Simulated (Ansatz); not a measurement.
The Al atom from Hartree–Fock to CCSD(T)

The species carries charge 0 and has multiplicity 2. A free atom. Frozen core, unrestricted reference, Ansatz. CBS rows extrapolate triple and quadruple zeta.

```
      basis     HF (Eh)  MP2 corr.  CCSD corr.       (T)  CCSD(T) total
   def2-SVP  -241.78934   -0.02904    -0.04355  -0.00058     -241.83347
 def2-TZVPP  -241.87439   -0.03560    -0.05076  -0.00114     -241.92629
 def2-QZVPP  -241.88067   -0.03833    -0.05226  -0.00129     -241.93422
  CBS(def2)  -241.88154   -0.04035    -0.05337  -0.00140     -241.93631
cc-pV(D+d)Z  -241.87361   -0.03091    -0.04758  -0.00071     -241.92190
cc-pV(T+d)Z  -241.87908   -0.03587    -0.05108  -0.00115     -241.93131
cc-pV(Q+d)Z  -241.88044   -0.03796    -0.05203  -0.00127     -241.93374
    CBS(cc)  -241.88084   -0.03944    -0.05271  -0.00136     -241.93491
```
